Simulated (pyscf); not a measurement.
Structures and frequencies: ωB97X-D3(BJ)/def2-SVP in PySCF.

PBE/def2-TZVP puts the barrier of H₃C–SiH₂–CH₃ + hydrogen chloride (HCl) → methane (CH₄) + H₃C–SiH₂–Cl (four-centre exchange; singlet surface; C–Si, Cl–H broken, C–H, Cl–Si formed) at 135.5 kJ/mol and the reaction energy at -108.1 kJ/mol, from the separated reactants. What do r²SCAN/def2-TZVP, M06-2X/def2-TZVP, ωB97M-D3(BJ)/def2-TZVP give on the same structures?

r²SCAN: ΔE‡ = 139.5 kJ/mol, ΔE = -113.0 kJ/mol; M06-2X: ΔE‡ = 150.0 kJ/mol, ΔE = -114.5 kJ/mol; ωB97M-D3(BJ): ΔE‡ = 154.4 kJ/mol, ΔE = -109.2 kJ/mol. PBE's barrier lies under all of them, by 4.0 to 18.9 kJ/mol. Its reaction energy matches one of them and lies within 6.4 kJ/mol of the others. One saddle was located; it need not be the lowest between these sides.
